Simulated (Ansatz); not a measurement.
Ansatz (a first-principles code) job for nitrogen dioxide (NO2), SMILES [O]N=O, multiplicity 2, PBE/def2-TZVPD. Geometry optimised at ωB97X-D3(BJ)/def2-TZVP.

Ansatz 0.2 input:
```yaml
crystal:
  periodic: [false, false, false]
  atoms:
    - {symbol: O, position_ang: [0.00000000, 1.09303970, 0.13964641]}
    - {symbol: N, position_ang: [0.00000000, 0.00000000, -0.31919180]}
    - {symbol: O, position_ang: [0.00000000, -1.09303970, 0.13964641]}
basis:
  gaussian:
    orbitals: def2-TZVPD
hamiltonian:
  xc: {name: PBE}
magnetization: {spin_polarized: true, initial_magnetization: 1}
```

Program output:

```
Functional definition: PBE
integrals: 0.02 GiB planned
547 factors; their error is unknown
mean field: 0.32 GiB planned
mean field evaluation 1: about -5575.3094 eV, gradient 2.9e1 eV
mean field evaluation 2: about -5568.6061 eV, gradient 5.4e1 eV
mean field evaluation 4: about -5577.8565 eV, gradient 1.5e0 eV
mean field evaluation 8: about -5577.8608 eV, gradient 1.4e-2 eV
mean field evaluation 16: about -5577.8608 eV, gradient 2.6e-5 eV
mean field -5577.86079386 eV, -204.9826033646 hartree, gradient 2.6e-5 eV, S^2 0.751660; 0 other end points of the search recorded, 0 dependent functions left out
reference -5577.86084520 eV, -204.9826052514 hartree; 12, 11 occupied and 105, 106 virtual orbitals, 547 factors
Total energy: -5577.86084520 eV, -204.9826052514 hartree
```

The calculation finished and met its thresholds.
